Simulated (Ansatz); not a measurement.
**Si₂+ (quartet): from Hartree-Fock to the top rungs at distance Si1–Si2 = 4.299 Å, cc-pVDZ**

Aim: climb from Hartree-Fock through coupled cluster and multireference methods for Si₂+ (quartet) at one geometry and basis, and see what each rung misses.

Program: Ansatz 0.2.0, Gaussian basis. Level of theory: cc-pVDZ, core rule «outside noble gas», up to 10 orbitals frozen. These are calculated values, not measurements.

To be run: UHF; CCSD(T) on ROHF; CCSD(T) on UHF; BCCD(T) on ROHF; CISD; CCSDT(Q) on ROHF; CCSDT(Q) on UHF; CISDTQ; CASSCF and MRCISD+Q, 5 electrons in 5 orbitals; CASSCF and NEVPT2, 5 electrons in 5 orbitals; CASSCF and MRCISD+Q, 7 electrons in 8 orbitals; CASSCF and NEVPT2, 7 electrons in 8 orbitals; Full CI.

22 further runs of the same task are left out: 17 that didn't finish, 5 set aside as unsound or not needed.

### 1 What is computed

The geometry derives from a PBE0/def2-TZVP stationary point (not a proven minimum). One bond is set to the value named and the two fragments are kept rigid.

2 atoms, charge 1, spin multiplicity 4.

Atoms are counted from 1 here; the program's logs count them from 0.

No contacts short enough for the rule that draws bonds.

Geometry (Å):

```xyz
2
charge 1, multiplicity 4
Si    0.0000    0.0000    0.0000
Si    0.0000    0.0000    4.2990
```

### 2 UHF

in.yaml

```yaml
crystal:
  periodic: [false, false, false]
  atoms:
    - {symbol: Si, position_ang: [0.000000, 0.000000, 0.000000]}
    - {symbol: Si, position_ang: [0.000000, 0.000000, 4.299000]}
basis:
  gaussian: {orbitals: cc-pVDZ}
total_charge: 1
magnetization: {spin_polarized: true, initial_magnetization: 3}
hamiltonian: {xc: hf}
output: {orbitals: {seedname: orbitals}}
```

Started as:

```sh
ansatz run in.yaml --threads 1 --pin off --events-out ev --progress --plain --max-ram 2393MiB
```

After this run come: CCSD(T) on ROHF; CCSD(T) on UHF; BCCD(T) on ROHF; CISD; CCSDT(Q) on ROHF; CCSDT(Q) on UHF; CISDTQ; CASSCF and MRCISD+Q, 5 electrons in 5 orbitals; CASSCF and NEVPT2, 5 electrons in 5 orbitals; CASSCF and MRCISD+Q, 7 electrons in 8 orbitals; CASSCF and NEVPT2, 7 electrons in 8 orbitals; Full CI.

Before running them: what should the planned runs give, taken together? Wanted: FCI below the RHF energy; RMP2 from FCI; UMP2 from FCI; RCCSD from FCI; RCCSD(T) from FCI; UCCSD(T) from FCI; RCCSDT(Q) from FCI; UCCSDT(Q) from FCI; NEVPT2 pair from FCI.

**Answer**, as computed:

| quantity | value |
| --- | --- |
| FCI below the RHF energy | -3.6511 eV |
| RMP2 from FCI | +26.32 kcal/mol |
| UMP2 from FCI | +26.25 kcal/mol |
| RCCSD from FCI | +3.28 kcal/mol |
| RCCSD(T) from FCI | +1.48 kcal/mol |
| UCCSD(T) from FCI | +1.48 kcal/mol |
| RCCSDT(Q) from FCI | +0.43 kcal/mol |
| UCCSDT(Q) from FCI | +0.47 kcal/mol |
| NEVPT2 pair from FCI | +24.49 kcal/mol |
| MRCISD+Q pair from FCI | -0.39 kcal/mol |
| levels within 1 kcal/mol (43 meV) | RCCSDT, UCCSDT, CISDTQ, RCCSDT(Q), UCCSDT(Q), MRCISD+Q pair |
| T1 diagnostic | 0.025 |
| effectively unpaired electrons | 3.34 |

RCCSD(T) misses by +1.48 kcal/mol, 1.8 % of the correlation energy. MRCISD+Q pair falls below full CI: the +Q correction isn't variational, and the cores differ from full CI's. The occupations show some static correlation. Of the multireference levels listed MRCISD+Q pair comes nearest in total energy (-0.39 kcal/mol), which doesn't show that its space is the better one. These misses are within one basis, not against nature; the frozen cores of restricted and unrestricted runs differ, which can shift their rows.
